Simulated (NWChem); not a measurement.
# dichloromethane (CH2Cl2); SMILES ClCCl

```xyz
5

Cl     1.4955     0.0000     0.2117
C      0.0000     0.0000    -0.7731
Cl    -1.4955     0.0000     0.2117
H      0.0000     0.8991    -1.3852
H      0.0000    -0.8991    -1.3852
```
Atoms are numbered in this order, from 1.

All runs: NWChem. Geometry: optimised at B3LYP/6-31G* (spherical d). GIAO values for the isolated, static molecule; σ is the absolute isotropic shielding, δ = σ(reference) − σ with the isolated reference molecule computed at the same levels (13C: tetramethylsilane, 1H: tetramethylsilane).

Problem. What does the run give for PBE/pcSseg-1? Quantities: σ Cl1 (ppm); δ C2 (ppm); δ H4 (ppm).

Solution. 
```json
{
  "σ Cl1 (ppm)": "700.2",
  "δ C2 (ppm)": "77.4",
  "δ H4 (ppm)": "5.56"
}
```
